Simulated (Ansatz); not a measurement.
**How methods differ on SiH3 (silyl radical)**

The species is SiH3 (4 atoms), meant as a doublet with charge 0. SMILES: `[SiH3]`. The shape was relaxed beforehand at B3LYP/def2-SVP.

| atom | x (Å) | y (Å) | z (Å) |
| --- | --- | --- | --- |
| Si | 0.2984 | -0.0273 | -0.1666 |
| H | 0.5599 | 0.6677 | 1.1285 |
| H | -0.2260 | -1.4064 | 0.0610 |
| H | -0.6323 | 0.7660 | -1.0229 |

Quantity: the dissociation energy of the H4–Si1 bond into doublet H and singlet SiH2 (shapes relaxed at B3LYP/def2-SVP, no zero-point term), in eV. The values are calculated.

```csv
level,kind,program,value (eV)
UHF/def2-TZVPP,Hartree–Fock,Ansatz,3.03
USVWN5/def2-TZVPP,LDA,Ansatz,3.50
UBLYP/def2-TZVPP,GGA,Ansatz,3.15
U-r2SCAN/def2-TZVPP,meta-GGA,Ansatz,3.51
UB3LYP/def2-TZVPP,global hybrid,Ansatz,3.25
U-wB97M-V/def2-TZVPP,range-separated hybrid,Ansatz,3.12
UB2PLYP/def2-TZVPP,double hybrid,Ansatz,3.24
RPA@PBE/def2-TZVPP,RPA,Ansatz,3.07
```

The values span 3.03 to 3.51 eV. A fragment with an even electron count was run as a singlet and may have a lower triplet. Measured bond enthalpies also hold zero-point and thermal terms, a few tenths of an eV less.
